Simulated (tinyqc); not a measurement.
Inside a calculation. Method: CIS and TDHF on RHF in the sto-3g basis, frozen core, for BH2+, spin multiplicity 1. One step of it, computed by the program tinyqc.

Question. TDHF (RPA) singlet states. B(ia,jb) = 2 (ia|jb) - (ib|ja); the squared energies are the eigenvalues of (A - B)(A + B); 1 hartree = 27.211386 eV.

CIS matrix A, singlet (hartree), lower triangle:
```
           2>4        2>5        2>6        2>7        3>4       3>5        3>6       3>7
2>4   0.439592
2>5   0.000000   0.481964
2>6  -0.030280   0.000000   0.867949
2>7  -0.002021   0.000000   0.002407   0.930735
3>4  -0.001893   0.000000  -0.000549   0.006796   0.236058
3>5   0.000000  -0.001975   0.000000   0.000000   0.000000  0.264078
3>6   0.001483   0.000000  -0.001376  -0.016862  -0.054439  0.000000   0.714124
3>7  -0.034305   0.000000   0.023421   0.001367  -0.001588  0.000000  -0.003696  0.881647
```

Two-electron integrals over orbitals (pq|rs), unique and non-zero (hartree); the lowest 1 orbital is frozen and left out:
```
(22|22) 0.470168    (32|22) 0.006007    (32|32) 0.142359    (33|22) 0.462411
(33|32) -0.004339   (33|33) 0.481502    (42|22) 0.018846    (42|32) 0.000378
(42|33) 0.016346    (42|42) 0.070879    (43|22) 0.000920    (43|32) 0.023605
(43|33) -0.000938   (43|42) -0.001080   (43|43) 0.030484    (44|22) 0.443940
(44|32) -0.000267   (44|33) 0.427394    (44|42) -0.072214   (44|43) 0.002046
(44|44) 0.577928    (52|52) 0.075194    (53|52) -0.001041   (53|53) 0.019057
(54|52) -0.030578   (54|53) 0.000665    (54|54) 0.041518    (55|22) 0.471421
(55|32) -0.000107   (55|33) 0.437745    (55|42) -0.036901   (55|43) 0.001378
(55|44) 0.507848    (55|55) 0.586773    (62|22) 0.047991    (62|32) -0.001309
(62|33) 0.010230    (62|42) -0.002947   (62|43) 0.001607    (62|44) 0.059285
(62|55) 0.098654    (62|62) 0.086994    (63|22) -0.006404   (63|32) -0.068249
(63|33) 0.000435    (63|42) 0.002623    (63|43) -0.025836   (63|44) -0.007016
(63|55) -0.008466   (63|62) -0.007139   (63|63) 0.077376    (64|22) 0.024385
(64|32) 0.003763    (64|33) 0.002767    (64|42) 0.001527    (64|43) 0.000077
(64|44) 0.038889    (64|55) 0.039574    (64|62) 0.047947    (64|63) -0.005603
(64|64) 0.033527    (65|52) 0.051171    (65|53) -0.001926   (65|54) -0.011268
(65|65) 0.042611    (66|22) 0.473246    (66|32) -0.012902   (66|33) 0.468546
(66|42) 0.055064    (66|43) -0.005056   (66|44) 0.409976    (66|55) 0.445720
(66|62) 0.031142    (66|63) 0.008585    (66|64) 0.018122    (66|66) 0.524911
(72|22) 0.002495    (72|32) -0.015356   (72|33) 0.001197    (72|42) -0.001759
(72|43) -0.030456   (72|44) 0.005306    (72|55) 0.007419    (72|62) 0.004095
(72|63) 0.050211    (72|64) 0.002911    (72|66) 0.006071    (72|72) 0.054144
(73|22) 0.040420    (73|32) -0.004191   (73|33) 0.024805    (73|42) -0.051007
(73|43) 0.000514    (73|44) 0.101608    (73|55) 0.106693    (73|62) 0.070352
(73|63) -0.004118   (73|64) 0.036472    (73|66) -0.005770   (73|72) 0.007837
(73|73) 0.107677    (74|22) -0.001497   (74|32) -0.067708   (74|33) 0.002615
(74|42) 0.000569    (74|43) 0.004467    (74|44) 0.001652    (74|55) 0.001652
(74|62) 0.003048    (74|63) 0.039069    (74|64) -0.001387   (74|66) 0.007392
(74|72) 0.004008    (74|73) 0.003944    (74|74) 0.052986    (75|52) 0.003442
(75|53) 0.016499    (75|54) -0.000794   (75|65) 0.001522    (75|75) 0.018450
(76|22) 0.005782    (76|32) 0.117284    (76|33) -0.004539   (76|42) 0.003567
(76|43) 0.035897    (76|44) -0.002434   (76|55) 0.000145    (76|62) 0.002026
(76|63) -0.081060   (76|64) 0.004611    (76|66) -0.011158   (76|72) -0.041864
(76|73) -0.006090   (76|74) -0.055297   (76|76) 0.125087    (77|22) 0.464745
(77|32) 0.014307    (77|33) 0.481610    (77|42) -0.000875   (77|43) 0.004336
(77|44) 0.460080    (77|55) 0.458712    (77|62) 0.010993    (77|63) -0.011902
(77|64) 0.001410    (77|66) 0.476445    (77|72) -0.003793   (77|73) 0.034436
(77|74) -0.006504   (77|76) 0.013019    (77|77) 0.512857
```

Give: TDHF matrix B, singlet; squared energies w^2; TDHF energies from the positive w^2.

Answer.

TDHF matrix B, singlet (hartree), lower triangle:
```
        2>4     2>5     2>6     2>7     3>4    3>5     3>6    3>7
2>4   0.071
2>5   0.000   0.075
2>6  -0.003   0.000   0.087
2>7  -0.002   0.000   0.004   0.054
3>4  -0.001   0.000   0.001  -0.010   0.030
3>5   0.000  -0.001   0.000   0.000   0.000  0.019
3>6   0.004   0.000  -0.007   0.030  -0.026  0.000   0.077
3>7  -0.072   0.000   0.090   0.008   0.001  0.000  -0.004  0.108
```

squared energies w^2 (hartree^2): 0.052  0.069  0.183  0.227  0.508  0.721  0.775  0.866

TDHF energies from the positive w^2 (eV): 6.203  7.167  11.634  12.955  19.386  23.102  23.949  25.320
